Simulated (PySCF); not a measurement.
First SCF of a structure search on triplet C(OH)₂, at a hand-made linear (heavy-atom frame) geometry. PySCF input:

```python
from pyscf import gto, scf, dft
mol = gto.M(atom='''
C      0.000000     0.000000     0.000000
O      0.000000     0.000000     1.380000
O      0.000000     0.000000    -1.380000
H     -0.735400     0.000000     1.997100
H      0.735400     0.000000    -1.997100''',
    basis={'C': 'def2-TZVP', 'O': 'def2-TZVP', 'H': 'def2-TZVP'},
    charge=0, spin=2)
mf = dft.UKS(mol, xc='PBE0')
mf.grids.atom_grid = (50, 194)
aux = {'C': 'def2-universal-JKFIT', 'O': 'def2-universal-JKFIT', 'H': 'def2-universal-JKFIT'}
mf = mf.density_fit(auxbasis=aux)
mf.conv_tol = 1e-08
mf.diis_space = 10
mf.max_cycle = 60
mf.init_guess = 'minao'
mf.verbose = 4
mf.kernel()
```

Excerpt of the output (cycles alone):

```
init E= -189.727480427211
cycle= 1 E= -189.266413268151  delta_E= 0.461  |g|= 0.548  |ddm|= 2.18
cycle= 2 E= -189.029201022463  delta_E= 0.237  |g|= 0.975  |ddm|= 0.803
cycle= 3 E= -189.375324852349  delta_E= -0.346  |g|= 0.0626  |ddm|= 0.513
cycle= 4 E= -189.377004285454  delta_E= -0.00168  |g|= 0.0324  |ddm|= 0.155
cycle= 5 E= -189.377537927914  delta_E= -0.000534  |g|= 0.00528  |ddm|= 0.0512
cycle= 6 E= -189.377566316503  delta_E= -2.84e-05  |g|= 0.00159  |ddm|= 0.0174
cycle= 7 E= -189.377571832151  delta_E= -5.52e-06  |g|= 0.000589  |ddm|= 0.00397
cycle= 8 E= -189.377572784973  delta_E= -9.53e-07  |g|= 0.000124  |ddm|= 0.00188
cycle= 9 E= -189.377572807912  delta_E= -2.29e-08  |g|= 2.54e-05  |ddm|= 0.000343
cycle= 10 E= -189.377572808713  delta_E= -8.02e-10  |g|= 4.4e-06  |ddm|= 6.78e-05
Extra cycle  E= -189.377572808734  delta_E= -2.07e-11  |g|= 3.28e-06  |ddm|= 1.22e-05
converged SCF energy = -189.377572808734  <S^2> = 2.0111049  2S+1 = 3.0073942
```

No lower solution of this spin was found from smeared starts or by a stability analysis within the unrestricted form.

The search for the lowest solution, 3 starts and the stability check together, took 13 s on 4 threads of a shared Arm Neoverse V1 host, with 105 basis functions; the process peaked at 0.55 GiB. Launch command: `OMP_NUM_THREADS=4 python axn.py task.json out`.
